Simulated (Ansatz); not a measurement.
System: F₄Si, singlet: flattening of a tetrahedron along the D2d path, bond length relaxed. Scanned: the two opposite F-Si-F angles (109.47 = tetrahedral, 180 = square planar). Other coordinates (Si-F bond length) were minimised at PBE0/def2-TZVP.

The free coordinates were minimised at PBE0/def2-TZVP in PySCF; the energy column is CCSD(T) on RHF/aug-cc-pVTZ, frozen core in Ansatz (an electronic-structure program), in mEh.

```json
[
 {"a / °": "90", "Si-F bond length / Å": "1.574", "E": "30.6"},
 {"a / °": "96.50", "Si-F bond length / Å": "1.567", "E": "12.4"},
 {"a / °": "101.50", "Si-F bond length / Å": "1.564", "E": "4.4"},
 {"a / °": "106.34", "Si-F bond length / Å": "1.562", "E": "0.6"},
 {"a / °": "109.47", "Si-F bond length / Å": "1.562", "E": "0.0"},
 {"a / °": "116.50", "Si-F bond length / Å": "1.563", "E": "2.9"},
 {"a / °": "123", "Si-F bond length / Å": "1.565", "E": "9.9"},
 {"a / °": "133", "Si-F bond length / Å": "1.571", "E": "26.6"},
 {"a / °": "143", "Si-F bond length / Å": "1.579", "E": "47.2"},
 {"a / °": "153", "Si-F bond length / Å": "1.587", "E": "68.5"},
 {"a / °": "163", "Si-F bond length / Å": "1.593", "E": "86.6"},
 {"a / °": "173", "Si-F bond length / Å": "1.598", "E": "98.1"},
 {"a / °": "180", "Si-F bond length / Å": "1.599", "E": "100.6"}
]
```
